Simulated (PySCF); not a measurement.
Structure problem from calculated spectra and properties.

Formula: C4H5NS.

| Quantity | Value |
| --- | --- |
| Dipole | 1.82 D [PBE0/pcSseg-1] |
| NMR, other nuclei | isotropic shieldings of nuclei other than C and H, by class: 196 (1 N), 312 (1 S) ppm [GIAO PBE0/pcSseg-1] |
| 1H NMR | chemical shifts (computed TMS as zero) by class: 6.62 (1 H), 6.12 (1 H), 6.01 (1 H), 3.19 (2 H) ppm [GIAO PBE0/pcSseg-1] |
| Rotational structure | rotational constants A, B, C: 5.321, 3.239, 2.018 GHz [PBE0-D3(BJ)/def2-SVP] |
| 13C NMR | chemical shifts (computed TMS as zero) by class: 160.4 (1 C), 131.2 (1 C), 114.7 (1 C), 106.5 (1 C) ppm [GIAO PBE0/pcSseg-1] |

The electronic properties come from PySCF, for the isolated species, density fitting. Levels stand in brackets. Geometry: PBE0-D3(BJ)/def2-SVP; no solvent, vibrations or thermal averaging. NMR values are class means; diastereotopic atoms form classes of their own.

Q: Give a SMILES that accounts for the data.

A: Numbering: `[NH2:1][c:2]1[cH:3][cH:4][cH:5][s:6]1`. Its formula, C4H5NS, gives 3 degrees of unsaturation: 1 ring and 2 π bonds in the structure found (Kekulé form). 4 carbons fall into 4 classes; from least to most shielded: aromatic carbon bearing nitrogen [C2] (160.4 ppm), aromatic CH carbon [C4] (131.2 ppm), aromatic CH next to a ring sulfur [C5] (114.7 ppm), aromatic CH carbon [C3] (106.5 ppm). Hydrogen classes from least to most shielded: 1 H on an aromatic CH carbon, C4 (6.62 ppm), 1 H on an aromatic CH next to a ring sulfur, C5 (6.12 ppm), 1 H on an aromatic CH carbon, C3 (6.01 ppm), 2 H on an aniline-type nitrogen, N1 (3.19 ppm). The other shieldings belong to: 196 ppm, aniline-type nitrogen [N1]; 312 ppm, thiophene-type sulfur [S6]. By its constants the optimised geometry is an asymmetric top. Structure: `NC1=CC=CS1`. The assignments are read from this structure; whether some other isomer fits the data as well wasn't checked.

The values belong to the conformer `[NH2:1][c:2]1[cH:3][cH:4][cH:5][s:6]1`: H–N1–C2–C3 -22°, H–N1–C2–C3 -153°.
